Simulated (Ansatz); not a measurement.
Take BAs in the zinc blende structure (space group F-43m, No. 216; a = 4.768 Å) as the base.

All numbers come from PBEsol, PAW, 420 eV (Ansatz, a first-principles code; no spin-orbit coupling).

```json
[
 {"level": "PBEsol", "lattice parameter a": "4.768 Å"}
]
```

Task: What does experiment give, and how far off is each level?

Result: Measured: lattice parameter a 4.777 Å (room temperature; as listed in M J Lucero, T M Henderson, G E Scuseria, Journal of Physics Condensed Matter (2012)). Computed minus measured — lattice parameter a: PBEsol -0.2 %. Measured values not marked as corrected hold thermal and zero-point effects that the static-lattice runs lack.

Stability against distortions was not tested.
